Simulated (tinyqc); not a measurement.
Inside a calculation (part 1 of 2). Method: RKS/PBE in the sto-6g basis, for OH-, spin multiplicity 1. The basis has no diffuse functions, so it cannot describe the extra electron: this is an exercise in the method, not the real anion. Computed by tinyqc, a small Python program that keeps every step (integrals from PySCF). Settings: charge = -1, multiplicity = 1, basis = sto-6g, energy threshold = 1e-10, iteration cap = 78, orthogonalisation = canonical, start = Wolfsberg-Helmholz matrix, DIIS depth = 4, shift = 0.5, method = RKS, functional = pbe,pbe, grid = [40, 26]. Command: `OMP_NUM_THREADS=1 python tinyqc.py 31681 31682 out.jsonl` (the two numbers bound the seeds that draw the settings). One thread of a shared host (Intel(R) Xeon(R) Processor @ 2.60GHz), about 0.8 s of CPU time with the checks. Later iterations appear only in the table of the cycle.

## One-electron integrals

Geometry (angstrom):
```
atom         x         y         z
O     0.000000  0.000000  0.000000
H     0.000000  0.000000  1.460000
```

Basis sto-6g: exponents (1/bohr^2) and contraction coefficients of normalised primitives:
```
element  l (shell)     exponent  coefficient
O            s (1)  1355.584234     0.009164
O            s (1)   248.544885     0.049361
O            s (1)    69.533902     0.168538
O            s (1)    23.886772     0.370563
O            s (1)     9.275933     0.416492
O            s (1)     3.820341     0.130334
O            s (2)    52.187762    -0.013253
O            s (2)    10.329320    -0.046992
O            s (2)     3.210345    -0.033785
O            s (2)     1.235135     0.250242
O            s (2)     0.536420     0.595117
O            s (2)     0.245881     0.240706
O            p (3)    52.187762     0.003760
O            p (3)    10.329320     0.037679
O            p (3)     3.210345     0.173897
O            p (3)     1.235135     0.418036
O            p (3)     0.536420     0.425860
O            p (3)     0.245881     0.101708
H            s (1)    35.523221     0.009164
H            s (1)     6.513144     0.049361
H            s (1)     1.822143     0.168538
H            s (1)     0.625955     0.370563
H            s (1)     0.243077     0.416492
H            s (1)     0.100112     0.130334
```

Overlap, kinetic and nuclear-attraction integrals over the contracted functions; the nuclear repulsion is the sum of Za Zb / Rab.

nuclear repulsion = 2.89960116 hartree

overlap S, lower triangle:
```
           1O 1s     1O 2s    1O 2px    1O 2py    1O 2pz     2H 1s
1O 1s   1.000000
1O 2s   0.231145  1.000000
1O 2px  0.000000  0.000000  1.000000
1O 2py  0.000000  0.000000  0.000000  1.000000
1O 2pz  0.000000  0.000000  0.000000  0.000000  1.000000
2H 1s   0.017345  0.216531  0.000000  0.000000  0.209907  1.000000
```

kinetic energy T (hartree), lower triangle:
```
            1O 1s      1O 2s    1O 2px    1O 2py    1O 2pz     2H 1s
1O 1s   29.327197
1O 2s   -0.896024   0.842618
1O 2px   0.000000   0.000000  2.531309
1O 2py   0.000000   0.000000  0.000000  2.531309
1O 2pz   0.000000   0.000000  0.000000  0.000000  2.531309
2H 1s   -0.005301  -0.002756  0.000000  0.000000  0.045522  0.768522
```

nuclear attraction V (hartree), lower triangle:
```
             1O 1s      1O 2s     1O 2px     1O 2py     1O 2pz      2H 1s
1O 1s   -61.620765
1O 2s    -6.235060  -9.362602
1O 2px    0.000000   0.000000  -9.348293
1O 2py    0.000000   0.000000   0.000000  -9.348293
1O 2pz   -0.007059  -0.083942   0.000000   0.000000  -9.390027
2H 1s    -0.533440  -1.405277   0.000000   0.000000  -1.192470  -4.125470
```

core Hamiltonian H = T + V (hartree), lower triangle:
```
             1O 1s      1O 2s     1O 2px     1O 2py     1O 2pz      2H 1s
1O 1s   -32.293568
1O 2s    -7.131084  -8.519983
1O 2px    0.000000   0.000000  -6.816984
1O 2py    0.000000   0.000000   0.000000  -6.816984
1O 2pz   -0.007059  -0.083942   0.000000   0.000000  -6.858718
2H 1s    -0.538741  -1.408032   0.000000   0.000000  -1.146948  -3.356948
```

## Two-electron integrals

Functions are numbered as in S; the eight-fold symmetry (ij|kl) = (ji|kl) = (kl|ij) leaves the list below.

Two-electron integrals (ij|kl) in chemists' order, unique and non-zero (hartree):
```
(11|11) 4.787491   (21|11) 0.675884   (21|21) 0.121505   (22|11) 1.117379
(22|21) 0.249212   (22|22) 0.817383   (31|31) 0.025762   (32|31) 0.039145
(32|32) 0.180664   (33|11) 1.117381   (33|21) 0.249212   (33|22) 0.817382
(33|33) 0.880663   (41|41) 0.025762   (42|41) 0.039145   (42|42) 0.180664
(43|43) 0.047461   (44|11) 1.117381   (44|21) 0.249212   (44|22) 0.817382
(44|33) 0.785741   (44|44) 0.880663   (51|51) 0.025762   (52|51) 0.039145
(52|52) 0.180664   (53|53) 0.047461   (54|54) 0.047461   (55|11) 1.117381
(55|21) 0.249212   (55|22) 0.817382   (55|33) 0.785741   (55|44) 0.785741
(55|55) 0.880663   (61|11) 0.053778   (61|21) 0.009282   (61|22) 0.018675
(61|33) 0.018637   (61|44) 0.018637   (61|51) 0.000454   (61|52) 0.000898
(61|55) 0.018750   (61|61) 0.000722   (62|11) 0.158470   (62|21) 0.035975
(62|22) 0.134320   (62|33) 0.131979   (62|44) 0.131979   (62|51) 0.002883
(62|52) 0.022996   (62|55) 0.139002   (62|61) 0.002774   (62|62) 0.030162
(63|31) 0.003607   (63|32) 0.021517   (63|53) 0.004538   (63|63) 0.003802
(64|41) 0.003607   (64|42) 0.021517   (64|54) 0.004538   (64|64) 0.003802
(65|11) 0.128092   (65|21) 0.029439   (65|22) 0.116961   (65|33) 0.112125
(65|44) 0.112125   (65|51) 0.005548   (65|52) 0.039394   (65|55) 0.126631
(65|61) 0.002351   (65|62) 0.031862   (65|65) 0.036938   (66|11) 0.360667
(66|21) 0.083314   (66|22) 0.357101   (66|33) 0.345912   (66|44) 0.345912
(66|51) 0.006788   (66|52) 0.077134   (66|55) 0.379478   (66|61) 0.006441
(66|62) 0.112630   (66|65) 0.134693   (66|66) 0.774999
```

## Orthogonalisation

S = U s U^T; canonical form X = U s^(-1/2), so that X^T S X = 1. Each column of U has its largest component positive (the first on a tie).

eigenvalues of S: 0.653508  0.854783  1.000000  1.000000  1.128984  1.362725

X:
```
                1          2          3         4          5         6
1O 1s   -0.476862   0.650662   0.000000  0.000000  -0.527813  0.358349
1O 2s    0.768963  -0.375560   0.000000  0.000000  -0.322399  0.525046
1O 2px   0.000000   0.000000   0.999993  0.003617   0.000000  0.000000
1O 2py   0.000000   0.000000  -0.003617  0.999993   0.000000  0.000000
1O 2pz   0.437057   0.639917   0.000000  0.000000   0.604396  0.287614
2H 1s   -0.721445  -0.442705   0.000000  0.000000   0.371389  0.497006
```

Within a degenerate level the vectors are fixed only up to a rotation; this is one choice.

## Starting guess

The start is the generalised Wolfsberg-Helmholz matrix (K = 1.75) built on H; D = 2 C_occ C_occ^T.

D at the start, lower triangle:
```
            1O 1s      1O 2s    1O 2px    1O 2py    1O 2pz     2H 1s
1O 1s    2.101206
1O 2s   -0.438575   1.911227
1O 2px   0.000000   0.000000  2.000000
1O 2py   0.000000   0.000000  0.000000  2.000000
1O 2pz   0.037331  -0.145365  0.000000  0.000000  1.898497
2H 1s   -0.098278   0.320592  0.000000  0.000000  0.187185  0.077808
```

## Iteration 1: exchange-correlation on the grid

Becke grid with 40 radial and 26 angular points per atom, points of zero weight dropped. rho = sum D_ij phi_i phi_j; V_xc,ij = sum w v_xc phi_i phi_j plus the gradient terms; v_xc is d(rho eps)/d rho at fixed gradient.

The 12 grid points with the largest w rho, of 2057 (bohr, atomic units):
```
x                  y          z         w       rho  |grad rho|^2     eps_xc       v_xc
0.000000    0.000000  -1.129387  0.126264  0.391964      1.131977  -0.616726  -0.761964
0.000000    0.000000  -0.972395  0.084171  0.587916      2.048877  -0.693078  -0.879992
0.000000    1.129387   0.000000  0.126251  0.385126      1.088362  -0.613443  -0.757586
0.000000   -1.129387   0.000000  0.126251  0.385126      1.088362  -0.613443  -0.757586
-1.129387   0.000000   0.000000  0.126251  0.385126      1.088362  -0.613443  -0.757586
1.129387    0.000000   0.000000  0.126251  0.385126      1.088362  -0.613443  -0.757586
0.000000   -0.972395   0.000000  0.084168  0.577284      1.972717  -0.689227  -0.874734
0.000000    0.972395   0.000000  0.084168  0.577284      1.972717  -0.689227  -0.874734
-0.972395   0.000000   0.000000  0.084168  0.577284      1.972717  -0.689227  -0.874734
0.972395    0.000000   0.000000  0.084168  0.577284      1.972717  -0.689227  -0.874734
0.000000    0.000000  -0.831481  0.055128  0.808657      2.788199  -0.761260  -0.984251
0.000000    0.000000  -1.303671  0.186486  0.239024      0.498443  -0.537696  -0.637109
```

electrons on the grid, sum of w rho = 9.998007

E_xc = sum of w rho eps_xc = -9.94251248 hartree

V_xc (hartree), lower triangle:
```
            1O 1s      1O 2s     1O 2px     1O 2py     1O 2pz      2H 1s
1O 1s   -3.103542
1O 2s   -0.382286  -0.831676
1O 2px   0.000000   0.000000  -0.831342
1O 2py   0.000000   0.000000   0.000000  -0.831342
1O 2pz   0.000747   0.004843   0.000000   0.000000  -0.832208
2H 1s   -0.031537  -0.119422   0.000000   0.000000  -0.097971  -0.272533
```

## Iteration 1: building the Kohn-Sham matrix

J_ij = sum D_kl (ij|kl); F = H + J + V_xc; E = tr D H + tr D J / 2 + E_xc + E_nn.

Coulomb J (hartree), lower triangle:
```
            1O 1s      1O 2s    1O 2px    1O 2py    1O 2pz     2H 1s
1O 1s   18.360143
1O 2s    3.298620   8.666802
1O 2px   0.000000   0.000000  8.665838
1O 2py   0.000000   0.000000  0.000000  8.665838
1O 2pz  -0.005092  -0.014284  0.000000  0.000000  8.668726
2H 1s    0.253483   1.382966  0.000000  0.000000  1.189010  3.631102
```

Kohn-Sham matrix F (hartree), lower triangle:
```
             1O 1s      1O 2s    1O 2px    1O 2py     1O 2pz     2H 1s
1O 1s   -17.036967
1O 2s    -4.214751  -0.684857
1O 2px    0.000000   0.000000  1.017513
1O 2py    0.000000   0.000000  0.000000  1.017513
1O 2pz   -0.011404  -0.093384  0.000000  0.000000   0.977800
2H 1s    -0.316795  -0.144489  0.000000  0.000000  -0.055908  0.001620
```

total energy of this density = -74.21048346 hartree

## Iteration 1: diagonalisation and new density

A level shift of 0.5 hartree raises the virtual space: F + shift (S - S D(s) S), with D(s) the density of one spin (D/2). Diagonalise F' = X^T F X, C = X C', fill 5 alpha and 5 beta electrons from the bottom; D = 2 C_occ C_occ^T. Each column has its largest component positive (the first on a tie).

F' = X^T F X (hartree), lower triangle:
```
           1          2         3         4          5          6
1  -0.760073
2   3.148008  -4.571837
3   0.000000   0.000000  1.017513
4   0.000000   0.000000  0.000000  1.017513
5  -3.070667   6.024737  0.000000  0.000000  -5.668830
6   2.631274  -4.623411  0.000000  0.000000   5.206724  -4.060633
```

orbital energies (hartree): MO1 -17.041713, MO2 0.183409, MO3 0.645956, MO4 1.017513, MO5 1.017513, MO6 1.150974

coefficients C:
```
              MO1        MO2        MO3        MO4       MO5        MO6
1O 1s    0.995884  -0.166033  -0.193491   0.000000  0.000000  -0.031114
1O 2s    0.017424   0.624790   0.833642   0.000000  0.000000   0.162295
1O 2px   0.000000   0.000000   0.000000  -0.047540  0.998869   0.000000
1O 2py   0.000000   0.000000   0.000000   0.998869  0.047540   0.000000
1O 2pz   0.001283   0.172324  -0.256945   0.000000  0.000000   0.976121
2H 1s   -0.002799   0.624359  -0.662971   0.000000  0.000000  -0.521586
```

D after iteration 1, lower triangle:
```
            1O 1s      1O 2s    1O 2px    1O 2py    1O 2pz     2H 1s
1O 1s    2.113581
1O 2s   -0.495372   2.171248
1O 2px   0.000000   0.000000  2.000000
1O 2py   0.000000   0.000000  0.000000  2.000000
1O 2pz   0.044767  -0.213024  0.000000  0.000000  0.191436
2H 1s    0.043653  -0.325272  0.000000  0.000000  0.555871  1.658726
```

Within a degenerate level the vectors are fixed only up to a rotation; this is one choice.

## Iteration 2: exchange-correlation on the grid

As before.

The 12 grid points with the largest w rho, of 2057 (bohr, atomic units):
```
x                  y         z         w       rho  |grad rho|^2     eps_xc       v_xc
-0.972395   0.000000  0.000000  0.084168  0.589487      2.068489  -0.693691  -0.880656
0.000000    0.972395  0.000000  0.084168  0.589487      2.068489  -0.693691  -0.880656
0.000000   -0.972395  0.000000  0.084168  0.589487      2.068489  -0.693691  -0.880656
0.972395    0.000000  0.000000  0.084168  0.589487      2.068489  -0.693691  -0.880656
-1.129387   0.000000  0.000000  0.126251  0.392781      1.140458  -0.617168  -0.762381
0.000000    1.129387  0.000000  0.126251  0.392781      1.140458  -0.617168  -0.762381
1.129387    0.000000  0.000000  0.126251  0.392781      1.140458  -0.617168  -0.762381
0.000000   -1.129387  0.000000  0.126251  0.392781      1.140458  -0.617168  -0.762381
-0.831481   0.000000  0.000000  0.055127  0.811273      2.823347  -0.762060  -0.985182
0.000000    0.831481  0.000000  0.055127  0.811273      2.823347  -0.762060  -0.985182
0.831481    0.000000  0.000000  0.055127  0.811273      2.823347  -0.762060  -0.985182
0.000000   -0.831481  0.000000  0.055127  0.811273      2.823347  -0.762060  -0.985182
```

electrons on the grid, sum of w rho = 9.994890

E_xc = sum of w rho eps_xc = -9.40800936 hartree

V_xc (hartree), lower triangle:
```
            1O 1s      1O 2s     1O 2px     1O 2py     1O 2pz      2H 1s
1O 1s   -3.093995
1O 2s   -0.371776  -0.775906
1O 2px   0.000000   0.000000  -0.804571
1O 2py   0.000000   0.000000   0.000000  -0.804571
1O 2pz   0.001759   0.008599   0.000000   0.000000  -0.718501
2H 1s   -0.030684  -0.121682   0.000000   0.000000  -0.106172  -0.504736
```

## Iteration 2: building the Kohn-Sham matrix

As before.

Coulomb J (hartree), lower triangle:
```
            1O 1s     1O 2s    1O 2px    1O 2py    1O 2pz     2H 1s
1O 1s   17.200918
1O 2s    3.042145  7.952123
1O 2px   0.000000  0.000000  7.986931
1O 2py   0.000000  0.000000  0.000000  7.986931
1O 2pz   0.001221  0.083392  0.000000  0.000000  7.882503
2H 1s    0.234366  1.338792  0.000000  0.000000  1.195936  4.241695
```

Kohn-Sham matrix F (hartree), lower triangle:
```
             1O 1s      1O 2s    1O 2px    1O 2py     1O 2pz     2H 1s
1O 1s   -18.186645
1O 2s    -4.460715  -1.343767
1O 2px    0.000000   0.000000  0.365377
1O 2py    0.000000   0.000000  0.000000  0.365377
1O 2pz   -0.004080   0.008049  0.000000  0.000000   0.305284
2H 1s    -0.335059  -0.190922  0.000000  0.000000  -0.057184  0.380010
```

total energy of this density = -74.94573241 hartree

## Iteration 2: DIIS over 2 matrices

error matrix X^T (FDS - SDF) X:
```
          1          2         3         4          5          6
1  0.000000  -0.066906  0.000000  0.000000  -0.190868  -0.120801
2  0.066906   0.000000  0.000000  0.000000  -0.160912  -0.115662
3  0.000000   0.000000  0.000000  0.000000   0.000000   0.000000
4  0.000000   0.000000  0.000000  0.000000   0.000000   0.000000
5  0.190868   0.160912  0.000000  0.000000   0.000000  -0.039427
6  0.120801   0.115662  0.000000  0.000000   0.039427   0.000000
```

B (overlaps of the stored error matrices):
```
                1               2
1   1.0424153e+00  -3.7840541e-01
2  -3.7840541e-01   1.9265000e-01
```

Minimise |sum c_i e_i|^2 with sum c_i = 1: solve [B -1; -1 0][c; lambda] = [0; -1] with B_ij = tr e_i^T e_j, and take F = sum c_i F_i.

DIIS coefficients: 0.286692  0.713308

extrapolated F (hartree), lower triangle:
```
             1O 1s      1O 2s    1O 2px    1O 2py     1O 2pz     2H 1s
1O 1s   -17.857041
1O 2s    -4.390199  -1.154863
1O 2px    0.000000   0.000000  0.552339
1O 2py    0.000000   0.000000  0.000000  0.552339
1O 2pz   -0.006180  -0.021031  0.000000  0.000000   0.498089
2H 1s    -0.329823  -0.177610  0.000000  0.000000  -0.056818  0.271529
```

## Iteration 2: diagonalisation and new density

As before.

F' = X^T F X (hartree), lower triangle:
```
           1          2         3         4          5          6
1  -1.103268
2   3.449186  -4.932912
3   0.000000   0.000000  0.552339
4   0.000000   0.000000  0.000000  0.552339
5  -3.064459   6.179232  0.000000  0.000000  -6.128278
6   2.632692  -4.767932  0.000000  0.000000   5.468223  -4.380772
```

orbital energies (hartree): MO1 -17.861234, MO2 -0.097109, MO3 0.294838, MO4 0.552339, MO5 0.552339, MO6 1.118276

coefficients C:
```
              MO1        MO2        MO3        MO4       MO5        MO6
1O 1s    0.996196  -0.239798   0.082811   0.000000  0.000000  -0.031487
1O 2s    0.016125   0.959773  -0.402208   0.000000  0.000000   0.169614
1O 2px   0.000000   0.000000   0.000000   0.994737  0.102458   0.000000
1O 2py   0.000000   0.000000   0.000000  -0.102458  0.994737   0.000000
1O 2pz   0.000841   0.034056   0.356752   0.000000  0.000000   0.959217
2H 1s   -0.002357   0.202725   0.859069   0.000000  0.000000  -0.567725
```

D after iteration 2, lower triangle:
```
            1O 1s      1O 2s    1O 2px    1O 2py    1O 2pz     2H 1s
1O 1s    2.113534
1O 2s   -0.494790   2.166390
1O 2px   0.000000   0.000000  2.000000
1O 2py   0.000000   0.000000  0.000000  2.000000
1O 2pz   0.044429  -0.221578  0.000000  0.000000  0.256865
2H 1s    0.040359  -0.301985  0.000000  0.000000  0.626753  1.558206
```

Within a degenerate level the vectors are fixed only up to a rotation; this is one choice.

## Iteration 28 (converged): orbitals

converged F (hartree), lower triangle:
```
             1O 1s      1O 2s    1O 2px    1O 2py     1O 2pz     2H 1s
1O 1s   -17.946285
1O 2s    -4.409218  -1.203363
1O 2px    0.000000   0.000000  0.505861
1O 2py    0.000000   0.000000  0.000000  0.505861
1O 2pz   -0.007423  -0.019519  0.000000  0.000000   0.445544
2H 1s    -0.331277  -0.182529  0.000000  0.000000  -0.059696  0.271492
```

Diagonalise F' = X^T F X, C = X C', fill 5 alpha and 5 beta electrons from the bottom; D = 2 C_occ C_occ^T. Each column has its largest component positive (the first on a tie).

F' = X^T F X (hartree), lower triangle:
```
           1          2         3         4          5          6
1  -1.330248
2   3.262524  -5.209750
3   0.000000   0.000000  0.505861
4   0.000000   0.000000  0.000000  0.505861
5  -3.210191   6.047926  0.000000  0.000000  -6.265950
6   2.582509  -4.834782  0.000000  0.000000   5.464250  -4.429304
```

orbital energies (hartree): MO1 -17.950419, MO2 -0.140580, MO3 0.274527, MO4 0.505861, MO5 0.505861, MO6 0.581220

coefficients C:
```
              MO1        MO2        MO3        MO4       MO5        MO6
1O 1s    0.996229  -0.242467   0.070777   0.000000  0.000000  -0.038562
1O 2s    0.015990   0.973683  -0.347186   0.000000  0.000000   0.207633
1O 2px   0.000000   0.000000   0.000000  -0.057804  0.998328   0.000000
1O 2py   0.000000   0.000000   0.000000   0.998328  0.057804   0.000000
1O 2pz   0.000891   0.038041   0.493357   0.000000  0.000000   0.896482
2H 1s   -0.002342   0.168666   0.772442   0.000000  0.000000  -0.690141
```

D after iteration 28, lower triangle:
```
            1O 1s      1O 2s    1O 2px    1O 2py    1O 2pz     2H 1s
1O 1s    2.112543
1O 2s   -0.489458   2.137704
1O 2px   0.000000   0.000000  2.000000
1O 2py   0.000000   0.000000  0.000000  2.000000
1O 2pz   0.053165  -0.268464  0.000000  0.000000  0.489698
2H 1s    0.022884  -0.207981  0.000000  0.000000  0.775008  1.250241
```

Within a degenerate level the vectors are fixed only up to a rotation; this is one choice.
